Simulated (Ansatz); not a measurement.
We consider bcc Li, described by r²SCAN+rVV10 in Ansatz (PAW).

Numerical settings: plane-wave cutoff 500 eV, 30×30×30 k mesh, Fermi–Dirac smearing 0.1 eV, scalar-relativistic PAW data made under PBE.

Computed at the level's own relaxed cell.

Task: Estimate the equilibrium volume per atom and lattice parameter a that the calculation returns.

Result: 
equilibrium volume per atom: 20.99 Å³/atom
lattice parameter a: 3.475 Å

Measured, for comparison: equilibrium volume per atom 20.51 Å³/atom (low-temperature or extrapolated to 0 K; zero-point anharmonic expansion removed; as tabulated in Csonka et al. (2009), arXiv:0903.4037); lattice constant a 3.449 Å (low-temperature or extrapolated to 0 K; zero-point anharmonic expansion removed, our sources range from 3.443 to 3.453; as tabulated in Csonka et al. (2009), arXiv:0903.4037). Computed (rounded) less measured: equilibrium volume per atom +2.3 %, lattice constant a +0.8 % (+0.6 % to +0.9 % over the range).

Static lattice: no zero-point or thermal effects.

The result took around 50 core-seconds (rough).

Ansatz is a first-principles code.
